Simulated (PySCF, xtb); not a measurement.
Bond stretch in SMILES P. The P1–H4 bond (P1 also carries H, H; H4 carries nothing else) is varied alone, starting from the PBE0/def2-TZVP optimised geometry.

Computed with: GFN1-xTB (xtb); RHF/LANL2DZ = restricted Hartree-Fock/LANL2DZ, with its core potentials past Ne run with PySCF; UMP2 = MP2 on UHF/cc-pVDZ, 5 core orbitals frozen (PySCF); CASSCF(2,2)/cc-pVDZ (PySCF).

Energies are in kJ/mol, each relative to the lowest point of its own curve near equilibrium.

```csv
R / Å,GFN1-xTB,RHF/LANL2DZ,UMP2,"CASSCF(2,2)"
1.06,___,262.8,263.4,275.9
1.12,131.2,164.2,164.7,175.7
1.20,53.5,77.6,77.8,86.4
1.29,___,24.2,23.9,29.4
1.32,5.9,14.0,13.7,18.1
1.39,0.0,1.4,1.3,2.8
1.42,0.6,0.0,0.0,0.2
1.47,4.8,1.7,2.1,0.0
1.50,8.9,4.9,5.4,1.9
1.55,17.7,12.9,13.9,7.9
1.66,44.3,39.7,41.9,___
1.76,74.9,71.0,74.0,55.8
1.93,134.9,131.6,137.2,104.6
2.15,213.6,214.0,—,164.8
2.37,285.8,294.0,—,214.1
2.57,343.6,361.4,—,247.5
2.85,409.4,445.1,—,277.8
3.10,___,508.9,—,293.0
3.49,—,589.8,—,___
3.83,—,644.3,—,___
4.28,—,697.4,—,309.4
4.94,—,746.0,—,310.0
```

### Question
Some entries are withheld; supply them.

### Answer

- 1.06, GFN1-xTB: 230.5
- 1.29, GFN1-xTB: 12.4
- 1.66, CASSCF(2,2): 29.8
- 3.10, GFN1-xTB: 453.3
- 3.49, CASSCF(2,2): 304.1
- 3.83, CASSCF(2,2): 307.7

A dash means that the run gave no value there, or that the column was ended at a point which the program doubted or which failed a test of continuity chosen for this set; such a test can also cut sound points.

The restricted form behind RHF/LANL2DZ keeps the bonding electrons paired and can't separate into open-shell fragments. The unrestricted determinant behind UMP2 is spin-contaminated at 1.93 to 4.94 Å (<S²> up to 1.0, against 0.00 for a pure singlet).
